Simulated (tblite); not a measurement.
C2H5O3S (doublet state).
Bonds: C1–S2, S2–O3 (double), S2–O4 (double), S2–C5, C5–O6. Hydrogens: H7, H8, H9 on C1; H10, H11 on C5.

Structure optimised with GFN2-xTB, isolated species. This method treats the open shell by occupation alone, without spin polarisation.

(1) What internal coordinates does the optimisation give?

Results:

(1) 
| bond | length (bohr) |
| --- | --- |
| C1–S2 | 3.446 |
| S2=O3, S2=O4 | 2.713 |
| S2–C5 | 3.870 |
| C5–O6 | 2.357 |
| C1–H7, C1–H8, C1–H9 | 2.045 |
| C5–H10, C5–H11 | 2.085 |

Bonds in one row agree within 0.02 bohr and their mean is given. A selection of angles:
| angle | degrees |
| --- | --- |
| S2–C1–H7 | 105.0 |
| S2–C1–H8 | 107.4 |
| H7–C1–H8 | 112.3 |
| C1–S2–O3 | 109.3 |
| C1–S2–C5 | 101.8 |
| O3–S2–O4 | 117.7 |
| O3–S2–C5 | 108.9 |
| O4–S2–C5 | 108.2 |
| S2–C5–O6 | 102.4 |
| S2–C5–H10 | 96.3 |
| S2–C5–H11 | 97.1 |
| O6–C5–H10 | 119.7 |
| H10–C5–H11 | 113.5 |

Dihedral angles: C1–S2–C5–O6 32° (synclinal). The mirror-image conformer, all signs reversed, is as good.

Of the pairs four or more bonds apart, O6···H7 is among the closest relative to their van der Waals radii: 2.26 Å, 83 % of the sum of Bondi's values. S2 (sulfur bonded to 2 C and 2 O) is distorted tetrahedral (angles from 101.8° to 117.7°). The C–S distances run from 1.823 Å (C1–S2, drawn single) to 2.048 Å (S2–C5, drawn single), a spread of 0.225 Å.

Point group: C1 (no symmetry element, even within 0.4 Å). Its GFN2-xTB frequencies are all real (lowest 62 cm⁻¹). 3 starts were optimised and ended at 0.00, 0.01 and 0.03 kcal/mol (GFN2-xTB); the lowest of these is shown.

The numbers are calculated, not measured.
